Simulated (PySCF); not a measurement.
# LiSi, HF: how much the basis matters

PySCF, UHF reference; quartet, unpaired electrons σ ↑, π ↑↑; De to Li + Si without counterpoise correction.

```tsv
basis	relativity	functions	Re (Å)	ωe (cm⁻¹)	De (eV)	μ (D)
STO-3G	no relativity	14	2.068	745	2.36	0.28
x2c-SVPall	spin-free X2C	27	2.392	450	1.25	-6.81
def2-SVPD	no relativity	36	2.398	452	1.31	-6.52
jorge-DZP-DKH	spin-free X2C	39	2.410	442	1.24	-6.46
def2-TZVPP	no relativity	61	2.392	450	1.24	-6.62
```

(1) How does each smaller set differ from the one with most functions, def2-TZVPP?

A positive dipole means Li(−)Si(+). STO-3G is very small, so such numbers show the basis as much as the molecule. Hartree–Fock leaves out correlation, which carries a large part of most bond energies and some tenths to 1 eV of ionisation energies. The state was picked by a PBE0 search and need not be the measured ground state.

Results:

(1) STO-3G: -32.4 pm, +65.6 % in ωe, +1.12 eV in De; x2c-SVPall: +0.0 pm, +0.0 % in ωe, +0.01 eV in De; def2-SVPD: +0.6 pm, +0.4 % in ωe, +0.07 eV in De; jorge-DZP-DKH: +1.8 pm, -1.8 % in ωe, +0.00 eV in De. All at HF; the set with most functions is neither the basis-set limit nor always the best. The rows treat relativity differently, so the differences are not basis effects alone.
